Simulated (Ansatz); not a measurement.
Isomers

Structures of CH$_{3}$OS, doublet, relaxed at PBE0-D4/def2-TZVP (vibrations not checked; lower isomers may exist, and structures with a doubtful reference or unclear bonds are left out). Program: Ansatz 0.2.0. Basis: def2-TZVPP. Cores are frozen in the correlated methods; orbitals are unrestricted. B3LYP uses VWN-RPA correlation.

Problem. Rank them by CCSD(T) energy, lowest first, and give each one's height above the lowest. Links in brackets join atoms within 1.22 times the sum of their covalent radii (1.1 for two metals). (Judge from chemistry; the value comes from the calculation.)
A.
CH₃OS ([OH][CH2][S])
```
6
angstrom
C 0.2748 0.2588 0.0075
O -0.4524 -0.2127 1.0993
S 1.9662 -0.2687 -0.1232
H 0.1237 -0.2098 1.8699
H -0.2601 -0.0421 -0.8984
H 0.3341 1.3614 -0.0132
```
B.
CH₃OS ([CH3][S][O])
```
6
angstrom
C -0.2922 0.3622 -0.2837
S 0.0461 -1.2584 0.4070
O 1.3380 -1.1422 1.1435
H -0.3732 1.0912 0.5241
H 0.5166 0.6442 -0.9596
H -1.2352 0.3029 -0.8314
```
C.
CH₃OS ([CH][SH][OH])
```
6
angstrom
C -0.7013 0.0745 -0.7136
S 0.8561 -0.2915 -0.5754
O 1.7486 -0.2576 0.8747
H 0.7885 -1.6384 -0.6348
H -1.0622 1.0790 -0.5088
H 1.1753 -0.5353 1.6013
```
D.
a complex of CH₂O ([CH2][O]) + HS
```
6
angstrom
C -0.5743 0.0045 -0.9821
O -0.6392 -0.7095 -0.0217
S 0.8313 0.5927 2.0148
H -1.1076 -0.2431 -1.9197
H 0.0193 0.9369 -0.9742
H 1.4704 -0.5815 1.8828
```

Solution. Computed: B (0.000 eV), A (0.248 eV), D (0.948 eV), C (3.333 eV). Heights count from the lowest.

Problem. Do PBE-D4, r2SCAN-D4, PBE0-D4, B3LYP-D4, wB97M-V, HF, MP2 give the same order? (A judgement: the text doesn't fix the answer.)

Solution. The calculation gives: Lowest first: HF A < B < D < C. The others agree with CCSD(T).

T1 diagnostic: at most 0.023. ⟨S²⟩ of the unrestricted Hartree–Fock references: 0.76 to 0.79 (a pure state has 0.75).

For scale, one of the runs: CCSD(T)/def2-TZVPP, 146 basis functions, launched by `ansatz run in.yaml --threads 2 --pin off --events-out ev --progress --plain --max-ram 4352MiB`. Hardware: 2 CPU threads of an Arm Neoverse V1, shared host. Wall time 68 s; peak host memory 2.1 GiB.
